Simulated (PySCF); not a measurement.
methane (CH4), SMILES C. Geometry: PBE0-D3(BJ)/def2-TZVPD.

TDA-PBE0/def2-TZVPD (PySCF) puts the lowest singlet excitations at 10.20, 10.20, 10.20, 12.31, 12.31, 12.31 eV and the lowest triplet (TDA) at 9.76 eV.

Problem. What are the lowest singlet roots from EOM-CCSD/aug-cc-pVDZ (PySCF)? (The exact figures need the calculation; the answer reports its results.)

Solution. 10.52, 10.52, 10.52, 11.81, 11.81, 11.81 eV; triplets 10.10, 10.10, 10.10 eV. S1 differs by 0.31 eV (second minus first; roots are paired by order, and the bases may differ).
